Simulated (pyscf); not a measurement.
PySCF, gas phase, ωB97X-D3(BJ)/def2-SVP geometries.

Estimate by transition-state theory the rate constant of Cl–Si•(Cl)–Cl + water (H₂O) → HO–Si(Cl)(Cl)–Cl + H atom (H•) (doublet surface; H–O broken, O–Si formed) at 900 K, with ωB97M-D3(BJ)/def2-TZVP energies (ideal gas, 1 atm, RRHO with modes under 100 cm⁻¹ raised to 100, one conformer, R ln 2 for chiral ones without a mode under 150 cm⁻¹; no tunnelling).

The electronic barrier is 20.7 kcal/mol and the thermal terms add +23.9, so ΔG‡ = 44.6 kcal/mol. With k_BT/h = 1.88e+13 s⁻¹ and RT = 1.788 kcal/mol, and a volume of 1.23e-19 cm³ per molecule at 1 atm, k = 3.4e-17 cm³ molecule⁻¹ s⁻¹. Wigner's tunnelling factor for 1989i cm⁻¹ would be 1.42, likely too low at so high a frequency. A shift of 1 kcal/mol in the barrier changes k by a factor 1.7. On the reactant side the descent ends in a complex, 5.5 kcal/mol under the separated species and 29.8 kcal/mol under the saddle at ωB97X-D3(BJ)/def2-TZVP. At ωB97X-D3(BJ)/def2-TZVP the barrier from the zero used here is 24.3 kcal/mol. The same reactants have a lower exit, to HCl + HO–Si•(Cl)–Cl (barrier +10.3 kcal/mol at ωB97M-D3(BJ)/def2-TZVP, against +20.7 kcal/mol here). This is the saddle that the search found; another between the same sides may lie lower. The angle at the attacked O is 144°.
